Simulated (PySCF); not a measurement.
## LiSi: from constants to spectrum

UHF-CCSD(T) constants of LiSi, ⁴Σ⁻ (quartet), unpaired electrons σ ↑, π ↑↑ (Li jorge-DZP-DKH, Si jorge-DZP-DKH; spin-free X2C with a Gaussian nucleus (PySCF 2.14); masses 7.0160 and 27.9769 u):

- ωe: 445.5 cm⁻¹
- ωexe: 2.9 cm⁻¹
- Be: 0.51846 cm⁻¹
- αe: 0.00547 cm⁻¹
- De to Li + Si: 1.66 eV

Question: What force constant and bond length do these constants imply?

Answer: Reduced mass μred = 5.6093 u; k = 5.8918×10⁻⁷·μred·ωe² (u, cm⁻¹, mdyn/Å) = 0.656 mdyn/Å; Re = √(16.8576/(μred·Be)) (u, cm⁻¹, Å) = 2.408 Å.

Question: Estimate the centrifugal constant D from the Kratzer relation and find the Dunham coefficient a1.

Answer: D = 4Be³/ωe² = 2.81e-06 cm⁻¹; a1 = −1 − αeωe/(6Be²) = -2.51.

Correlated steps freeze 5 core orbitals. Correlated levels converge slowly with the basis: in double zeta they bind strong bonds too weakly, by up to about 1 eV, and carry superposition errors of some tenths. The state was picked by a PBE0 search and need not be the measured ground state.
